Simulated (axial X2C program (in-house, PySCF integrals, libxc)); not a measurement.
# Photoelectron levels of BH by EOM-IP-CCSD

Calculated with an in-house all-electron X2C program for linear molecules (integrals from PySCF): two-component X2C with atomic mean-field Coulomb and Gaunt terms, Gaussian nuclei, basis B dyall-v3z, H dyall-v3z with contracted cores.

R = 1.241 Å (near the PBE0 minimum at charge 0 of the determinant lowest at the starting distance; the state shown can have its own minimum elsewhere).

Vertical ionisation energies of BH to the states of BH⁺:

```
Ω of BH⁺  vertical IE (eV)  above lowest (cm⁻¹)               ionised spinor  one-hole weight
     1/2             9.790                    0  57% B pσ, 32% B sσ, 8% H sσ             0.95
     1/2            17.254                60202  47% H sσ, 39% B sσ, 9% B pσ             0.90
```

This point took 0.35 s on 1 thread of Intel(R) Xeon(R) Processor @ 2.30GHz, on a shared host.

Reference electrons by ω block (each with its −ω partner): 1/2: 3. 4 electrons of BH correlated (inner shells frozen), 64 natural virtual spinors (a truncated set); levels can be off by some tenths of an eV. Roots sought by Ω: (1/2: 4, 3/2: 3, 5/2: 1); the list ends where they run out and leaves out roots under 60 % one-particle weight. The solver can skip a root, and states that need a further excitation, which the method places far too high, are missing though they may lie low or lowest. T1 of the reference 0.013 (Lee–Taylor). Number of frozen shells: B 1 s; H none.
